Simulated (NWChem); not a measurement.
Molecule: fluoromethane (CH3F); SMILES CF

Program: NWChem. Pople sets run with spherical d functions. Coordinates come from a PBE0/def2-SVP optimisation.

Order these by “dipole (D)”, lowest first: B3LYP/6-31+G*; B3LYP/6-31G*; B3LYP/aug-cc-pVTZ; B3LYP/STO-3G.

B3LYP/STO-3G (0.87), B3LYP/6-31G* (1.62), B3LYP/aug-cc-pVTZ (1.73), B3LYP/6-31+G* (1.92)
